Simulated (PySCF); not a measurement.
(E)-acetaldoxime, C2H5NO.
Geometry (GFN2-xTB, Å), atoms numbered from 1 in this order:
```xyz
9
C2H5NO angstrom
C     -1.3256    0.0221   -0.1232
C      0.0252   -0.1916   -0.6994
N      1.0390    0.2660   -0.1080
O      2.2644    0.0154   -0.7247
H     -1.8003   -0.9392    0.0686
H     -1.2536    0.5846    0.8030
H     -1.9475    0.5656   -0.8332
H      0.0976   -0.7491   -1.6349
H      2.9143    0.4322   -0.1423
```

Level of theory: CAM-B3LYP/def2-SVPD in PySCF (dipole) on a GFN2-xTB geometry, gas phase.

Take the most abundant isotopes and a rigid rotor. The values belong to one conformer with, in the numbering `[CH3:1]/[CH:2]=[N:3]/[OH:4]`, C2–N3–O4–H 180°.

(1) What are A, B and C (cm⁻¹)?

(2) Classify the top.

(3) Is it planar, by Δ = Ic − Ia − Ib?

(4) Predict some low-J microwave lines.

(5) Estimate the classical rotational partition function at 50 K, 298.15 K and 500 K.

Results:

(1) Ia = 10.53, Ib = 119.89, Ic = 127.30 u·Å²; 505379 MHz·u·Å²/I gives 47981, 4215 and 3970 MHz, that is A = 1.60047, B = 0.14061, C = 0.13242 cm⁻¹.

(2) A near-prolate asymmetric top; Ray's κ = -0.989.

(3) Not planar: Δ = Ic − Ia − Ib = -3.12 u·Å². For a rigid frame Δ = −2 Σ m c², so Σ m c² = 1.56 u·Å² lies off the ab plane, practically all of it from hydrogen. The atom farthest from that plane is 0.88 Å away.

(4) The dipole components are |μa| = 0.87 D, |μb| = 0.14 D, |μc| = 0.00 D; the mirror of this Cs structure is the ab plane, so μc vanishes by symmetry and there are no c-type lines. Intensities carry the squares of the components, which stand as 1.00 : 0.03 (a : b). Some lines, for components of 0.1 D or more:

```json
{"type": "a", "branch": "Q", "J(Ka,Kc)": "3(1,2) ← 3(1,3)", "MHz": "1472", "lower level (cm⁻¹)": "3.078"}
{"type": "a", "branch": "R", "J(Ka,Kc)": "2(1,2) ← 1(1,1)", "MHz": "16125", "lower level (cm⁻¹)": "1.733"}
{"type": "a", "branch": "R", "J(Ka,Kc)": "2(1,1) ← 1(1,0)", "MHz": "16616", "lower level (cm⁻¹)": "1.741"}
{"type": "a", "branch": "R", "J(Ka,Kc)": "3(2,2) ← 2(2,1)", "MHz": "24556", "lower level (cm⁻¹)": "6.675"}
{"type": "a", "branch": "R", "J(Ka,Kc)": "3(1,2) ← 2(1,1)", "MHz": "24923", "lower level (cm⁻¹)": "2.295"}
{"type": "a", "branch": "R", "J(Ka,Kc)": "4(1,4) ← 3(1,3)", "MHz": "32248", "lower level (cm⁻¹)": "3.078"}
{"type": "a", "branch": "R", "J(Ka,Kc)": "4(2,3) ← 3(2,2)", "MHz": "32740", "lower level (cm⁻¹)": "7.494"}
{"type": "a", "branch": "R", "J(Ka,Kc)": "4(3,2) ← 3(3,1)", "MHz": "32743", "lower level (cm⁻¹)": "14.814"}
{"type": "a", "branch": "R", "J(Ka,Kc)": "4(3,1) ← 3(3,0)", "MHz": "32743", "lower level (cm⁻¹)": "14.814"}
{"type": "a", "branch": "R", "J(Ka,Kc)": "4(1,3) ← 3(1,2)", "MHz": "33229", "lower level (cm⁻¹)": "3.127"}
{"type": "a", "branch": "R", "J(Ka,Kc)": "5(1,5) ← 4(1,4)", "MHz": "40308", "lower level (cm⁻¹)": "4.153"}
{"type": "a", "branch": "R", "J(Ka,Kc)": "5(3,3) ← 4(3,2)", "MHz": "40929", "lower level (cm⁻¹)": "15.906"}
{"type": "a", "branch": "R", "J(Ka,Kc)": "5(1,4) ← 4(1,3)", "MHz": "41535", "lower level (cm⁻¹)": "4.235"}
{"type": "b", "branch": "Q", "J(Ka,Kc)": "4(1,3) ← 4(0,4)", "MHz": "45128", "lower level (cm⁻¹)": "2.730"}
{"type": "b", "branch": "R", "J(Ka,Kc)": "2(1,2) ← 1(0,1)", "MHz": "59891", "lower level (cm⁻¹)": "0.273"}
{"type": "b", "branch": "R", "J(Ka,Kc)": "3(1,3) ← 2(0,2)", "MHz": "67708", "lower level (cm⁻¹)": "0.819"}
{"type": "b", "branch": "R", "J(Ka,Kc)": "5(1,5) ← 4(0,4)", "MHz": "82982", "lower level (cm⁻¹)": "2.730"}
{"type": "b", "branch": "Q", "J(Ka,Kc)": "5(2,4) ← 5(1,5)", "MHz": "133509", "lower level (cm⁻¹)": "5.498"}
{"type": "b", "branch": "R", "J(Ka,Kc)": "2(2,1) ← 1(1,0)", "MHz": "147912", "lower level (cm⁻¹)": "1.741"}
{"type": "b", "branch": "Q", "J(Ka,Kc)": "3(3,0) ← 3(2,1)", "MHz": "219437", "lower level (cm⁻¹)": "7.494"}
{"type": "b", "branch": "Q", "J(Ka,Kc)": "3(3,1) ← 3(2,2)", "MHz": "219442", "lower level (cm⁻¹)": "7.494"}
{"type": "b", "branch": "Q", "J(Ka,Kc)": "5(3,3) ← 5(2,4)", "MHz": "219450", "lower level (cm⁻¹)": "9.951"}
{"type": "b", "branch": "Q", "J(Ka,Kc)": "4(4,0) ← 4(3,1)", "MHz": "307216", "lower level (cm⁻¹)": "15.906"}
{"type": "b", "branch": "R", "J(Ka,Kc)": "4(4,0) ← 3(3,1)", "MHz": "339958", "lower level (cm⁻¹)": "14.814"}
```

(5) Point group Cs, symmetry number σ = 1; q = (√π/σ)·√((kT/h)³/(ABC)), k/h = 20836.6 MHz/K: 2100 at 50 K, 30600 at 298.15 K, 66500 at 500 K.

Not checked by GFN2-xTB frequencies. These are rigid-rotor constants of the computed structure; measured ground-state constants (B0) also hold zero-point vibration. A rigid rotor knows nothing of internal rotation, which can split or shift real lines. Quadrupole hyperfine structure (14N) is left out.

On Arm Neoverse N1, one thread (shared host), this took 15 s wall. This is the CAM-B3LYP/def2-SVPD job that gave the dipole, with the excitations it also computed.
